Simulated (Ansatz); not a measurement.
**How far a parabola holds: energy against volume of cubic perovskite SrTiO3 (cubic form, which distorts at low temperature)**

Cubic perovskite SrTiO3 (cubic form, which distorts at low temperature) was calculated with r²SCAN in Ansatz (PAW). Run with plane-wave cutoff 560 eV, 10×10×10 k mesh, Fermi–Dirac smearing 0.01 eV, no spin polarisation, scalar-relativistic PAW data made under PBE. The cell has no free parameter but its volume, all volumes share cutoff and mesh, and the runs aren't spin-polarised. Energies are free energies at the run's smearing, counted from the lowest row; static lattice.

| V (Å³/atom) | E (meV/atom) |
|---|---|
| 11.212 | ? |
| 11.450 | 12.12 |
| 11.689 | 2.93 |
| 11.927 | 0.00 |
| 12.166 | 2.72 |
| 12.404 | 10.50 |

The 5 complete rows are fitted with a parabola, E against V. With u = V - 11.93, the rows have u = -0.48000, -0.24100, -0.00300, 0.23600, 0.47400. Least squares gives E = -0.005 - 1.158·u + 49.715·u². Residuals (row less fit): 0.115, -0.232, 0.001, 0.229, -0.116; standard error 0.258 (degrees of freedom: 2). The fitted curve has its minimum at V = 11.9, where E = -0.01. Its curvature is d²E/dV² = 2 × 49.715 meV/Å⁶, so B = V0·d²E/dV² × 0.1602 = 190 GPa.

Question: Predict the withheld E at V = 11.212 from the fit, and compare with the calculation.

Answer: u = -0.71800, so E = -0.005 - 1.158 × (-0.71800) + 49.715 × (-0.71800)² = 26.456 meV/atom. The calculation gives 28.31 meV/atom, 1.854 meV/atom above the prediction (6.5 % of the range of E in the table). The row lies outside the fitted rows, so this is an extrapolation. From the scatter of the fitted rows alone, a prediction at this place has a standard error of 0.609 meV/atom, so the miss is 3.0 times that.

The residuals are curvature that a parabola lacks, not noise. A solid that stiffens under compression and softens on expansion lies above the parabola at the compressed end and under it at the expanded end, as this row does. A third-order Birch-Murnaghan fit to the whole scan has B0 = 189 GPa. Only scans are tabulated whose curvature falls smoothly with volume, and where the parabola meets the shown rows within 5 % of their range and misses the end by 0.1 meV or more.

Measured, for comparison: bulk modulus 172 GPa (room temperature, no zero-point or thermal correction, Murnaghan fit, sources range from 165 to 179; as tabulated in Guennou et al. (2010), arXiv:0910.0710). Computed less measured: bulk modulus +10 % (+6 % to +15 % over the range).

Note: the relaxation could not lower the start's symmetry, so the cell can be a saddle point above a distorted one.

Ansatz is a quantum-chemistry and plane-wave program.
